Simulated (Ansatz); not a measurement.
The input, for Ansatz 0.2.0:

```yaml
crystal:
  periodic: [false, false, false]
  atoms:
    - {symbol: Al, position_ang: [0.000000, 0.002489, -0.118619]}
    - {symbol: H, position_ang: [0.000000, -0.382304, 1.922431]}
    - {symbol: H, position_ang: [0.000000, 0.310696, 1.922431]}
    - {symbol: H, position_ang: [-0.000002, 1.539424, -0.334770]}
    - {symbol: H, position_ang: [0.000002, -1.534446, -0.334771]}
basis:
  gaussian: {orbitals: cc-pVDZ}
total_charge: 1
magnetization: {spin_polarized: true, initial_magnetization: 0}
hamiltonian: {pseudopotentials: {relativity: none}}
correlation: {method: ccsd, electrons: outside_noble_gas}
accuracy: high
```

```sh
$ ansatz run in.yaml --threads 1 --pin off --events-out ev --progress --plain --max-ram 2393MiB
```

Output:

```
808 factors; integrals over basis functions are off by at most 3.8e-9 eV
mean field evaluation 1: about -6636.7761 eV, gradient 6.1e0 eV
mean field evaluation 2: about -6636.7749 eV, gradient 6.1e0 eV
mean field evaluation 4: about -6637.2273 eV, gradient 1.2e-1 eV
mean field evaluation 8: about -6637.2272 eV, gradient 2.5e-5 eV
mean field -6637.22715114 eV, -243.9135989304 hartree, gradient 7.3e-8 eV, S^2 0.000000; 0 other end points of the search recorded, 0 dependent functions left out
5 core orbitals not correlated: weight in the atoms' cores, before any rotation towards them, 1.000 or more for the frozen orbitals, at most 0.000 for the correlated occupied ones
reference -6637.22715114 eV, -243.9135989304 hartree; 3, 3 occupied and 30, 30 virtual orbitals, 808 factors
second order -2.14397079 eV of doubles, -0.00000000 eV of singles
cycle   1  -2.62637017 eV  change   -4.8e-1 eV  update   5.0e-2
cycle   2  -2.81697128 eV  change   -1.9e-1 eV  update   1.8e-2
cycle   3  -2.82097363 eV  change   -4.0e-3 eV  update   4.1e-3
cycle   4  -2.82127421 eV  change   -3.0e-4 eV  update   1.2e-3
cycle   5  -2.82110186 eV  change    1.7e-4 eV  update   4.3e-4
cycle   6  -2.82104367 eV  change    5.8e-5 eV  update   1.1e-4
cycle   7  -2.82108452 eV  change   -4.1e-5 eV  update   2.5e-5
cycle   8  -2.82109210 eV  change   -7.6e-6 eV  update   7.0e-6
cycle   9  -2.82108933 eV  change    2.8e-6 eV  update   1.7e-6
cycle  10  -2.82108986 eV  change   -5.3e-7 eV  update   5.0e-7
cycle  11  -2.82108984 eV  change    1.7e-8 eV  update   1.5e-7
cycle  12  -2.82108984 eV  change    7.4e-9 eV  update   4.0e-8
cycle  13  -2.82108984 eV  change   -8.9e-9 eV  update   1.6e-8
cycle  14  -2.82108999 eV  change   -1.5e-7 eV  update   8.1e-8
cycle  15  -2.82109004 eV  change   -5.3e-8 eV  update   3.2e-8
cycle  16  -2.82109005 eV  change   -9.9e-9 eV  update   7.9e-9
cycle  17  -2.82109006 eV  change   -4.7e-9 eV  update   2.3e-9
cycle  18  -2.82109006 eV  change   -1.9e-9 eV  update  4.9e-10
cycle  19  -2.82109006 eV  change  -5.5e-10 eV  update  1.3e-10
Total energy: -6640.04824120 eV, -244.0172720779 hartree
```

Ran on 1 thread of Arm Neoverse V1, shared host: 0.81 s wall, 0.12 GiB peak host memory.
